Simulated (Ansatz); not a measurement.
System: KLaGeS₄ (P2₁, No. 4; cell taken from a computed entry). Method: r²SCAN (Ansatz, a program for electronic structure, PAW).

Numerical settings: plane-wave cutoff 560 eV, 6×6×4 k mesh (along the axes of the cell as run), Fermi–Dirac smearing 0.01 eV, scalar-relativistic PAW data made under PBE.

Cell (relaxed with PBEsol):

```
KLaGeS4
1.0
    6.62758     0.00000     0.00655
    0.00000     6.66982     0.00000
   -2.59206     0.00000     8.28340
K La Ge S
2 2 2 8
Direct
  0.73368   0.48791   0.93484
  0.26632   0.98791   0.06516
  0.23181   0.00312   0.55429
  0.76819   0.50312   0.44571
  0.21900   0.47400   0.31679
  0.78100   0.97400   0.68321
  0.02137   0.73119   0.72979
  0.97863   0.23119   0.27021
  0.41734   0.47124   0.15552
  0.58266   0.97124   0.84448
  0.98243   0.24560   0.71564
  0.01757   0.74560   0.28436
  0.41354   0.42613   0.57202
  0.58646   0.92613   0.42798
```

Estimate the band gap and smallest direct gap on the k points sampled that the calculation returns.


band gap: 2.73 eV
smallest direct gap on the k points sampled: 2.84 eV

Note: cell and atoms aren't relaxed at this level (largest force component 0.19 eV/Å, pressure 1.2 GPa).

Spin–orbit coupling is not included.

Computed values are for the static lattice.
